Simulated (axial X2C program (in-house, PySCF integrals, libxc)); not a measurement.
**MgB⁻: cheaper levels and CCSD(T), 2c**

Calculated with an axial X2C code built on PySCF integrals. Two-component (2c) means X2C with spin–orbit coupling and atomic mean-field two-electron Coulomb and Gaunt terms. Basis: Mg dyall-av3z [10s9p6d4f], B dyall-av3z [8s7p3d2f] (cores contracted in-house); Gaussian nuclei, density fitting, unrestricted open shells. Masses: Mg 23.985 u, B 11.009 u.

State: Ω = 1 (⟨Sz⟩ = 1.00, ⟨Lz⟩ = 0.00 at HF); fragments Mg + B-.

```csv
level,Re (Å),ωe (cm⁻¹),De (eV)
PBE0,2.247,427.8,1.34
HF,2.217,453.8,0.957
CCSD,2.306,354.9,1.04
TPSS,2.260,424.3,1.42
```

Correlated methods: 6 electrons correlated (number of frozen shells: Mg 2 s, 1 p; B 1 s), 284 virtual spin orbitals or spinors in MP2, 90 natural virtuals in coupled cluster.

CCSD(T), same Hamiltonian and basis:

Re = 2.305 Å, ωe = 380.7 cm⁻¹, De = 1.19 eV; T1 = 0.075 (Lee–Taylor normalisation).

(1) Give the differences from CCSD(T) in the columns below.

One determinant describes the state; a PBE0 search over occupations chose it and may have missed a lower one. Dissociation energies refer to the lowest single-determinant-based atoms at the same level and basis. Density functionals use the spin component along the axis (collinear). Coupled cluster ran in a truncated set of natural virtual spinors; the MP2 energy of the rest was added. (T) has no such correction and the atoms are truncated less, which lowers De at CCSD(T) by a hundredth of an eV or more. In 2c an atomic determinant is not the ground J level, so De misses part of the atomic spin–orbit lowering. This holds for PBE0, CCSD, TPSS, CCSD(T). Other states lie close and PBE0, whose exact exchange favours high spin, may order them wrongly; the determinant shown need not be the ground state. The nearest other 2c determinant of the search, Ω = 2, lies 0.35 eV up at the distance of the search. Without a current term, density functionals place determinants with orbital angular momentum somewhat too high. With several unpaired electrons one determinant need not be a pure state. Open-shell Ω = 0 determinants with evenly filled partner blocks cannot be reached by this program, so the Ω shown need not be the lowest component. This is the Ω = 1 component of a π² triplet; the 0⁺ component is not one determinant and can lie lowest. The highest occupied level of some functionals is positive through self-interaction error; at Hartree–Fock it is bound. The determinant is spin-polarised beyond a pure state at some levels (its spin-free form has ⟨S²⟩ too high), which makes Re and μ there less reliable. The T1 diagnostic is large, a sign of multireference character. The stretched end of a curve changes character and is left out. Hartree–Fock gets electron affinities wrong, so its lowest charge split need not be the true one.

Results:

(1) 

| level | ΔRe (Å) | Δωe (cm⁻¹) | ΔDe (eV) |
| --- | --- | --- | --- |
| PBE0 | -0.058 | 47 | 0.15 |
| HF | -0.088 | 73 | -0.23 |
| CCSD | 0.001 | -26 | -0.15 |
| TPSS | -0.045 | 44 | 0.23 |
